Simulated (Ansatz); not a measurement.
Ansatz input wanted

The species is SiO2 (3 atoms), meant as a singlet with charge 0. As SMILES, `O=[Si]=O`. Geometry: optimised at B3LYP/def2-SVP.

```xyz
3

O     0.7056    1.2434    0.5246
Si    0.0000    0.0000    0.0000
O    -0.7056   -1.2434   -0.5246
```

Settings wanted:

| Setting | Value |
| --- | --- |
| basis set | def2-TZVPP |
| core potential | none |
| integral approximation | automatic |
| task | energy |
| method | DFT |
| functional | PBE0 |
| dispersion | D4 |
| reference | RKS |
| accuracy | medium |
| start density | atoms |

**Question.** Write the Ansatz 0.2.0 input and the command.

**Answer.** This one ran through:

job.yaml:
```yaml
crystal:
  periodic: [false, false, false]
  atoms:
    - symbol: O
      position_ang: [0.705577, 1.243432, 0.524595]
    - symbol: Si
      position_ang: [-0.000008, -0.000001, -0.000000]
    - symbol: O
      position_ang: [-0.705580, -1.243441, -0.524595]
basis:
  gaussian: {orbitals: def2-TZVPP}
total_charge: 0
hamiltonian: {xc: {name: PBE0}, dispersion: d4}
```

```bash
$ ansatz run job.yaml --threads 1 --pin off --max-ram 3480MiB --events-out events.jsonl --progress --plain --runs-dir runs
```

Calculated total energy: -439.74045 Eh.
